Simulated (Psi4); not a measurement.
# Two attempts at C2H5B (SMILES BC=C)

Aim: the energy in a field of C2H5B at HF/CBS (density fitting, extrapolation scf/cc-pv[dt]z, dipole perturbation λ (added as +λ·μ, a field of −λ) (0, 0, 0.002) a.u.).

Program for the calculation: Psi4 1.11.

4 further runs of the same task are left out: 4 set aside as unsound or not needed.

## 1. Starting point

C2H5B: 8 atoms, total charge 0, spin state singlet. SMILES: `BC=C`. The coordinates come from a PBE0-D4/def2-TZVP relaxation.

Bond lengths: B1–C2 1.534 Å, C2–C3 1.339 Å, B1–H4 1.199 Å, B1–H5 1.197 Å, C2–H6 1.089 Å, C3–H7 1.086 Å, C3–H8 1.087 Å. Angles: B1–C2–C3 120.5°, B1–C2–H6 121.7°, C3–C2–H6 117.7°, C2–B1–H4 118.7°, C2–B1–H5 122.0°, C2–C3–H7 120.6°, C2–C3–H8 123.0°, H4–B1–H5 119.3°, H7–C3–H8 116.4°.

## 2. The input as first written

The input, input.in:

```
memory 1600 mb

molecule {
  0 1
  B
  C 1 r2
  C 2 r3 1 a3
  H 1 r4 2 a4 3 d4
  H 1 r5 4 a5 2 d5
  H 2 r6 3 a6 1 d6
  H 3 r7 2 a7 6 d7
  H 3 r8 7 a8 2 d8

  r2 = 1.534493
  r3 = 1.339262
  a3 = 120.51062
  r4 = 1.198574
  a4 = 118.69677
  d4 = -0.03842
  r5 = 1.196673
  a5 = 119.29494
  d5 = 179.99234
  r6 = 1.088618
  a6 = 117.7423
  d6 = 179.98237
  r7 = 1.086421
  a7 = 120.59647
  d7 = -179.99903
  r8 = 1.087241
  a8 = 116.43976
  d8 = -179.99719
  symmetry c1
  no_reorient
  no_com
}

set reference rhf
set freeze_core true
set perturb_h true
set perturb_with dipole
set perturb_dipole [0.0, 0.0, 0.002]
set maxiter 3

result, w = energy("scf/cc-pv[dt]z", return_wfn=True)
print_variables()
```

Command:

```
psi4 -n 1 input.in input.out
```

input.out:

```text
Psi4 1.11 release

  //>>>>>>>>>>>>>>>>>>>>>>>>>>>>>>>>>>>//
  //          CBS Computations         //
  //<<<<<<<<<<<<<<<<<<<<<<<<<<<<<<<<<<<//
```

Run time: 2.8 s. Hardware: 1 thread of AMD EPYC 9R45 (Zen 5), shared host; peak memory 0.29 GiB.

## 3. Diagnosis

The iterations ended before the threshold was met.

The log says `psi4.driver.p4util.exceptions.SCFConvergenceError: Could not converge SCF`. The cause is that the iteration cap is too low for convergence. To mend it: iteration cap at its default in place of 3.

## 4. The mended input

The input, calc.in:

```
memory 1600 MB

molecule mol {
  B
  C 1 r2
  C 2 r3 1 a3
  H 1 r4 2 a4 3 d4
  H 1 r5 4 a5 2 d5
  H 2 r6 3 a6 1 d6
  H 3 r7 2 a7 6 d7
  H 3 r8 7 a8 2 d8

  r2 = 1.534493
  r3 = 1.339262
  a3 = 120.51062
  r4 = 1.198574
  a4 = 118.69677
  d4 = -0.03842
  r5 = 1.196673
  a5 = 119.29494
  d5 = 179.99234
  r6 = 1.088618
  a6 = 117.7423
  d6 = 179.98237
  r7 = 1.086421
  a7 = 120.59647
  d7 = -179.99903
  r8 = 1.087241
  a8 = 116.43976
  d8 = -179.99719
  symmetry c1
  no_reorient
  no_com
}

set reference rhf
set freeze_core true
set perturb_h true
set perturb_with dipole
set perturb_dipole [0.0, 0.0, 0.002]

result = energy("scf/cc-pv[dt]z")
```

Command:

```
psi4 -n 1 calc.in calc.out
```

calc.out:

```text
[...]
  Running in c1 symmetry.
[...]
  Nuclear repulsion =   58.088982911354385
[...]
  Multiplicity = 1
[...]
  Nalpha       = 11
  Nbeta        = 11
[...]
    Number of basis functions: 160
[...]
   @DF-RHF iter   1:  -103.24972112880850   -9.16854e-01   2.19958e-03 DIIS/ADIIS
[...]
   @DF-RHF iter   8:  -103.29737220434058   -1.52272e-07   7.88078e-07 DIIS
[...]
    Orbital Energies [Eh]
    ---------------------
    Doubly Occupied:
       1A    -11.263169     2A    -11.217307     3A     -7.596130
       4A     -1.045241     5A     -0.804276     6A     -0.685310
       7A     -0.623204     8A     -0.559789     9A     -0.471098
      10A     -0.463382    11A     -0.390251
[...]
  @DF-RHF Final Energy:  -103.29737220434058
   => Energetics <=
    Nuclear Repulsion Energy =             58.0889829113543854
    One-Electron Energy =                -252.5343280485205355
    Two-Electron Energy =                  91.1479729328255814
    Total Energy =                       -103.2973722043405758
[...]
 Multipole Moments:
 ------------------------------------------------------------------------------------
     Multipole            Electronic (a.u.)      Nuclear  (a.u.)        Total (a.u.)
 ------------------------------------------------------------------------------------
 L = 1.  Multiply by 2.5417464519 to convert [e a0] to [Debye]
 Dipole X            :         -0.0000236           -0.0000651           -0.0000887
 Dipole Y            :          0.5722336           -0.7472842           -0.1750505
 Dipole Z            :         -0.4048257            0.7721819            0.3673563
 Magnitude           :                                                    0.4069316
[...]
```

It took 3.6 s on 1 thread of AMD EPYC 9R45 (Zen 5), shared host; peak memory 0.28 GiB.

## 5. Results

Level: HF/CBS (density fitting, extrapolation scf/cc-pv[dt]z, dipole perturbation λ (added as +λ·μ, a field of −λ) (0, 0, 0.002) a.u.).

```
    quantity          value
total energy  -103.33335 Eh
```
